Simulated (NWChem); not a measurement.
# Correlation energy of O (+1)

```
O
```
Charge +1, spin multiplicity 4.

Everything below was run with NWChem.

Basis set: 6-31G*. Each correlation energy counts from its own Hartree-Fock reference.

The correlated methods keep 1 core orbital frozen. The Pople sets run with spherical d functions. The stability of the SCF solutions was not checked. Open-shell Hartree-Fock references start from PBE0 orbitals. Coupled-cluster values serve here as a point of comparison, not as the truth.

**Question.** Order these methods by the correlation energy they give, lowest first: CCSD[T] on ROHF, UMP2, CCSD(T) on UHF, SCS-UMP2.

**Answer.** CCSD[T] on ROHF (-81.1 mHa), CCSD(T) on UHF (-76.6 mHa), UMP2 (-60.6 mHa), SCS-UMP2 (-58.4 mHa)
